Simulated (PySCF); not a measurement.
Adding and removing an electron: HCl

PBE0; PySCF, no relativity, basis sets H def2-TZVPPD, Cl def2-TZVPPD. Neutral (UKS): singlet (closed shell), Re = 1.278 Å, ωe = 3002 cm⁻¹, De = 4.56 eV, HOMO -9.50 eV, LUMO -0.11 eV.

HCl⁺ (UKS): doublet (π ↑), Re = 1.320 Å, ωe = 2670 cm⁻¹, De = 4.84 eV to H + Cl⁺. The energies at the minima are -460.66671 hartree for HCl and -460.20069 for HCl⁺.

Problem. Work out the adiabatic ionisation energy, without and with harmonic zero-point energies (1 hartree = 27.2114 eV, 1 eV = 8065.5 cm⁻¹), and the change of the bond length.

Solution. At PBE0: 0.46602 hartree = 12.681 eV between the minima; the zero-point term (2670.0 − 3002.0)/2 cm⁻¹ = -0.021 eV makes it 12.660 eV. Re changes by +4.2 pm against the neutral. Minus the HOMO energy is 9.50 eV, -3.18 eV from the value between the minima; self-interaction puts the Kohn–Sham level too high, less so with exact exchange. The electron leaves a π orbital, which is non-bonding in a hydride.

For an ion De counts to the pair picked by the measured ionisation energies or electron affinities, which need not be the lowest pair at this level. States were picked by a PBE0 search and need not be the measured ground states.
